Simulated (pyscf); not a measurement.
`[OH][SiH2][OH]` + `[SH][SH]` -> `[OH][SiH]([OH])[S][SH]` + `[H][H]` (four-centre exchange; singlet surface; H–Si, H–S broken, S–Si, H–H formed). PySCF, gas phase, ωB97X-D3(BJ)/def2-SVP geometries. Rate constants from transition-state theory, ωB97M-D3(BJ)/def2-TZVP energies (ideal gas, 1 atm, RRHO with modes under 100 cm⁻¹ raised to 100, one conformer, R ln 2 for chiral ones without a mode under 150 cm⁻¹; no tunnelling), k in cm³ molecule⁻¹ s⁻¹.

```json
[
 {"T (K)": "298", "1000/T": "3.354", "log10 k": "-42.93"},
 {"T (K)": "600", "1000/T": "1.667", "log10 k": "-28.70"},
 {"T (K)": "900", "1000/T": "1.111", "log10 k": "?"},
 {"T (K)": "1200", "1000/T": "0.833", "log10 k": "-21.24"}
]
```

Fit an Arrhenius line to the three values, give the activation energy, and predict k at 900 K.

Least squares gives log10 k = -14.21 − 8.58 × 1000/T, so Ea = 8.58 × ln 10 × 1.987 = 39.3 kcal/mol, against an electronic barrier of 37.1. At 900 K the line gives -23.74; the computed value is -23.80 (ΔG‡ = 74.8 kcal/mol), close to the line. On the reactant side the descent ends in a complex (not fully relaxed), 5.3 kcal/mol under the separated species and 41.3 kcal/mol under the saddle at ωB97X-D3(BJ)/def2-TZVP. One saddle was located; it need not be the lowest between these sides.
